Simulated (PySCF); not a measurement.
# F₂: frontier orbitals

BHandHLYP at R = 1.378 Å; F def2-SVP; no relativity (PySCF 2.14). State: ¹Σg⁺ (singlet), closed shell. Only the outer orbitals are listed.

```
orbital  occ.  ε (eV)  main shells (%)
     σg     2  -41.06             93 s
     σu     2  -33.31             97 s
     σg     2  -18.30             93 p
     πu     2  -17.82            100 p
     πu     2  -17.82            100 p
     πg     2  -13.82            100 p
     πg     2  -13.82            100 p
     σu     0   -1.04             97 p
     σg     0   29.65             92 s
     πu     0   30.60            100 p
```

Question: Which are the highest filled and the lowest empty level, where do they sit, and how wide is the gap?

Answer: Highest filled πg at -13.82 eV (in %: 100 p); lowest empty σu at -1.04 eV (in %: 97 p); the gap at BHandHLYP is 12.78 eV.

| Item | Value |
| --- | --- |
| bond order (Mayer) | 0.96 |
| ⟨S²⟩ | 0.000 |
